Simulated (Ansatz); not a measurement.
Input for Ansatz (development build ahead of 0.2.0):

```yaml
crystal:
  periodic: [false, false, false]
  atoms:
    - { symbol: C, position_ang: [-0.0126, 0.01954, -1.16075] }
    - { symbol: S, position_ang: [-0.01792, 0.03595, 0.44846] }
basis:
  gaussian: { orbitals: STO-3G }
hamiltonian:
  xc: hf
correlation:
  method: mp2
  frozen_orbitals: { C: 1, S: 5 }
```

The input is written out in the form of the current development build from the run's settings.

The run gave:

```yaml
Converged: yes
Reference_energy: -430.46131 hartree
Correlation_energy: -0.13345 hartree
Total_energy: -430.59476 hartree
Spin_squared_of_the_determinant: 0.000
```
